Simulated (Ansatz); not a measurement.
System: disodium, Na2 (charge 0, singlet). 
Structure (B3LYP-D3(BJ)/def2-TZVP (Ansatz, a first-principles code) minimum search):
```
Na
Na 1 3.0545
```

Computed values are from Ansatz. Cores are frozen in the correlated levels unless marked. UHF or UKS for open shells. No spin-orbit coupling. Non-relativistic. CBS(X,Y): correlation extrapolated as X^-3; Hartree-Fock from the larger set.

- atomisation energy De: 16.8 kcal/mol at CCSD(T)/CBS(def2-TZVPPD,def2-QZVPPD)
- total energy: -323.7443 Eh at CCSD(T)/CBS(def2-TZVPPD,def2-QZVPPD)
- dipole moment: 0.00 D at CCSD(T)/def2-SVPD
- T1 diagnostic: 0.018 at CCSD/def2-QZVPP
- measured enthalpy of formation, 298 K: 34.0 kcal/mol (G2/97 table in ASE (Curtiss et al.); older table, unchecked)
- measured dipole moment: 0.00 D (NIST CCCBDB, as tabulated in the package chemicals; older table, unchecked)
- measured ionisation energy, adiabatic: 4.89 eV (CCCBDB table in ASE; older table, unchecked)

The Hartree-Fock reference is unstable (checked in the largest basis), which strains HF and MP2.
